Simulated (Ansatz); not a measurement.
# AlNH (doublet): from Hartree-Fock to the top rungs at distance Al1–N2 = 1.568 Å, 6-31G

How much of the correlation energy of AlNH (doublet) does each wave-function method recover here?

Computed with Ansatz 0.2.0, Gaussian basis. Level: 6-31G, core rule «outside noble gas», up to 6 orbitals frozen.

The runs, in order: UHF; CCSD(T) on ROHF; CCSD(T) on UHF; BCCD(T) on ROHF; CISD; CCSDT(Q) on ROHF; CCSDT(Q) on UHF; CCSDTQ on ROHF; CCSDTQ on UHF; CASSCF and MRCISD+Q, 3 electrons in 3 orbitals; CASSCF and NEVPT2, 3 electrons in 3 orbitals; CASSCF and MRCISD+Q, 9 electrons in 9 orbitals; CASSCF and NEVPT2, 9 electrons in 9 orbitals; Full CI.

10 further runs of the same task are left out: 7 for a known fault of the program, 3 that didn't finish.

### 1 The system

The geometry derives from a PBE0/def2-TZVP stationary point (not a proven minimum). One bond is set to the value named and the two fragments are kept rigid.

3 atoms, charge 0, spin multiplicity 2.

Atoms are counted from 1 here; the program's logs count them from 0.

Bond lengths: Al1–N2 1.568 Å, N2–H3 1.016 Å. Angles: Al1–N2–H3 130.8°.

### 2 UHF

Contents of in.yaml:

```yaml
crystal:
  periodic: [false, false, false]
  atoms:
    - {symbol: Al, position_ang: [0.000000, 0.027818, 0.576146]}
    - {symbol: N, position_ang: [0.000000, -0.097931, -0.986803]}
    - {symbol: H, position_ang: [0.000000, 0.616216, -1.709888]}
basis:
  gaussian: {orbitals: 6-31G}
magnetization: {spin_polarized: true, initial_magnetization: 1}
hamiltonian: {xc: hf}
output: {orbitals: {seedname: orbitals}}
```

Launch:

```
ansatz run in.yaml --threads 1 --pin off --events-out ev --progress --plain --max-ram 4096MiB --backend cpu
```

After this run come: CCSD(T) on ROHF; CCSD(T) on UHF; BCCD(T) on ROHF; CISD; CCSDT(Q) on ROHF; CCSDT(Q) on UHF; CCSDTQ on ROHF; CCSDTQ on UHF; CASSCF and MRCISD+Q, 3 electrons in 3 orbitals; CASSCF and NEVPT2, 3 electrons in 3 orbitals; CASSCF and MRCISD+Q, 9 electrons in 9 orbitals; CASSCF and NEVPT2, 9 electrons in 9 orbitals; Full CI.

**Question.** What will the summary of the whole plan be? Wanted: FCI below the RHF energy; RMP2 from FCI; UMP2 from FCI; RCCSD from FCI; RCCSD(T) from FCI; UCCSD(T) from FCI; RCCSDT(Q) from FCI; UCCSDT(Q) from FCI; NEVPT2 pair from FCI.

The runs gave:

| quantity | value |
| --- | --- |
| FCI below the RHF energy | -4.4495 eV |
| RMP2 from FCI | +428.5 meV |
| UMP2 from FCI | +740.4 meV |
| RCCSD from FCI | +276.2 meV |
| RCCSD(T) from FCI | +32.7 meV |
| UCCSD(T) from FCI | +73.0 meV |
| RCCSDT(Q) from FCI | +4.0 meV |
| UCCSDT(Q) from FCI | -31.0 meV |
| NEVPT2 pair from FCI | +778.5 meV |
| MRCISD+Q pair from FCI | +291.9 meV |
| NEVPT2 valence from FCI | +438.3 meV |
| levels within 1 kcal/mol (43 meV) | RCCSD(T), RCCSDT, UCCSDT, RCCSDT(Q), UCCSDT(Q), RCCSDTQ, UCCSDTQ |
| T1 diagnostic | 0.064 |
| effectively unpaired electrons | 1.14 |

What this shows: RCCSD(T) lands +32.7 meV from the yardstick (0.7 % of the correlation energy). CCSD(T) misses by +32.7 meV on the restricted determinant and by +73.0 meV on the unrestricted one; the two need not hold the same state or core. UCCSDT(Q) falls below full CI: unrestricted runs freeze a spin-polarised core, another one than full CI's, and coupled cluster isn't variational. The occupations are near whole numbers, but T1 = 0.064 shows that the orbitals relax strongly. Of the multireference levels listed MRCISD+Q valence comes nearest in total energy (+131.1 meV), which doesn't show that its space is the better one. Coupled cluster took another determinant than the lowest Hartree-Fock one. These misses are within one basis, not against nature; the frozen cores of restricted and unrestricted runs differ, which can shift their rows.
